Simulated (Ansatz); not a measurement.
**Caesium, bcc: convergence with Methfessel-Paxton smearing**

Computed with Ansatz, r²SCAN, scalar-relativistic PAW, on the relaxed cell (a = 6.270 Å; spin not included). Errors count from a run at 500 eV on a Γ-centred 12×12×12 mesh with Fermi-Dirac smearing of 0.1 eV, extrapolated to zero width. Fixed here: cutoff 500 eV, mesh 7×7×7. The SCF starts from atomic densities corrected by a trained network.

```csv
width (eV),E(σ→0) error (meV/atom),F error (meV/atom),P (GPa),SCF iterations
0.01,-1.9,-1.9,0.00,5
0.03,-2.1,-2.2,0.00,5
0.1,-2.3,-2.5,0.00,5
0.3,-3.7,-3.0,-0.01,6
0.6,-2.2,0.8,-0.01,6
1.0,5.4,9.6,-0.01,6
```

Q: What does the run at 0.2 give (width)?

A: E(σ→0) error (meV/atom): -3.4; F error (meV/atom): -3.6; P (GPa): -0.01; SCF iterations: 6.
